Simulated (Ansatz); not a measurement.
I need a short molecular-dynamics run of CH3MgO, SMILES C[O][Mg]. Use Ansatz 0.2.0 through its Python package. Settings (for the species named): PBE, def2-SVP basis, multiplicity 2.

```xyz
6

C     0.5093   -0.1778    0.0392
O    -0.3060    0.9299   -0.4479
Mg   -2.2287    0.4112   -0.0745
H     0.2469   -1.0508   -0.5106
H     1.5381    0.0685   -0.1660
H     0.2824   -0.2451    1.1136
```

Script `md_ch3mgo.py`:
```python
"""A short Born-Oppenheimer trajectory of CH3MgO."""

import ansatz
import numpy as np

geometry_ang = [
    ("C", (0.5093, -0.1778, 0.0392)),
    ("O", (-0.306, 0.9299, -0.4479)),
    ("Mg", (-2.2287, 0.4112, -0.0745)),
    ("H", (0.2469, -1.0508, -0.5106)),
    ("H", (1.5381, 0.0685, -0.166)),
    ("H", (0.2824, -0.2451, 1.1136)),
]
system = ansatz.Crystal.molecule()
for symbol, xyz in geometry_ang:
    system = system.atom(symbol, xyz)

setup = (
    system.calculation()
    .basis(gaussian="def2-SVP")
    .functional("pbe")
    .spin("collinear", total=1)
)
symbols = [site.symbol for site in system.cartesian_sites]
start = np.array([site.position_ang for site in system.cartesian_sites], dtype=float)
r = setup.relax(force_tolerance=0.02).run().report
end = np.array(r["positions_ang"])
minimum = ansatz.Crystal.molecule()
for symbol, place in zip(symbols, end):
    minimum = minimum.atom(symbol, place.tolist())

# dynamics from the relaxed geometry
setup = (
    minimum.calculation()
    .basis(gaussian="def2-SVP")
    .functional("pbe")
    .spin("collinear", total=1)
    .md("nve", timestep=0.5, steps=40, temperature=300, initial_velocities="maxwell_boltzmann", seed=95)
)
frames = []
outcome = setup.session().plan().execute(on_event=lambda e: frames.append(e["data"]) if e["event"] == "md_step" else None)
print("t (fs)   E_pot (eV)      E_kin (eV)   T (K)   d(0-1) (A)")
for f in frames[::1]:
    xyz = np.array(f["positions_ang"])
    print(f"{f['time_fs']:6.2f} {f['lagrangian_ev']:14.5f} {f['e_kin_ev']:10.5f} {f['temperature_k']:8.1f} {np.linalg.norm(xyz[0] - xyz[1]):9.4f}")
kept = np.array([f["conserved_ev"] for f in frames])
print(f"conserved energy moves by at most {1000 * np.ptp(kept):.3f} meV")
```

`python md_ch3mgo.py` gives:
```text
t (fs)   E_pot (eV)      E_kin (eV)   T (K)   d(0-1) (A)
  0.00    -8565.89985    0.15511    300.0    1.3830
  0.50    -8565.89833    0.15361    297.1    1.3815
  1.00    -8565.89409    0.14943    289.0    1.3800
  1.50    -8565.88795    0.14335    277.2    1.3785
  2.00    -8565.88095    0.13642    263.8    1.3771
  2.50    -8565.87416    0.12968    250.8    1.3757
  3.00    -8565.86839    0.12393    239.7    1.3744
  3.50    -8565.86406    0.11961    231.3    1.3731
  4.00    -8565.86114    0.11665    225.6    1.3719
  4.50    -8565.85915    0.11462    221.7    1.3708
  5.00    -8565.85740    0.11282    218.2    1.3697
  5.50    -8565.85511    0.11049    213.7    1.3687
  6.00    -8565.85171    0.10708    207.1    1.3678
  6.50    -8565.84702    0.10241    198.1    1.3670
  7.00    -8565.84135    0.09679    187.2    1.3662
  7.50    -8565.83551    0.09101    176.0    1.3655
  8.00    -8565.83055    0.08612    166.6    1.3649
  8.50    -8565.82744    0.08304    160.6    1.3643
  9.00    -8565.82670    0.08229    159.2    1.3638
  9.50    -8565.82816    0.08370    161.9    1.3633
 10.00    -8565.83099    0.08644    167.2    1.3629
 10.50    -8565.83394    0.08932    172.8    1.3625
 11.00    -8565.83581    0.09113    176.3    1.3622
 11.50    -8565.83573    0.09104    176.1    1.3620
 12.00    -8565.83347    0.08880    171.8    1.3618
 12.50    -8565.82938    0.08477    163.9    1.3617
 13.00    -8565.82430    0.07976    154.3    1.3617
 13.50    -8565.81930    0.07482    144.7    1.3618
 14.00    -8565.81536    0.07093    137.2    1.3620
 14.50    -8565.81320    0.06879    133.0    1.3622
 15.00    -8565.81312    0.06869    132.9    1.3626
 15.50    -8565.81495    0.07049    136.3    1.3631
 16.00    -8565.81815    0.07364    142.4    1.3637
 16.50    -8565.82195    0.07739    149.7    1.3644
 17.00    -8565.82558    0.08098    156.6    1.3652
 17.50    -8565.82846    0.08384    162.2    1.3661
 18.00    -8565.83038    0.08579    165.9    1.3671
 18.50    -8565.83164    0.08709    168.4    1.3682
 19.00    -8565.83294    0.08844    171.1    1.3693
 19.50    -8565.83518    0.09074    175.5    1.3705
 20.00    -8565.83918    0.09476    183.3    1.3717
conserved energy moves by at most 0.336 meV
```

What to keep in mind:
- The settings weren't tested for convergence.
- The trajectory is only some femtoseconds long, so its temperature is not equilibrated; where the script doesn't relax first, it starts from a rough generated geometry.
- The species is open-shell (spin multiplicity 2).
- The temperature counts the internal degrees of freedom alone.
- The whole script took 110 s on 1 thread of Arm Neoverse V1, on a shared host, peak memory 0.22 GiB.

(Lines on the test bed's own set-up are left out of the output.)
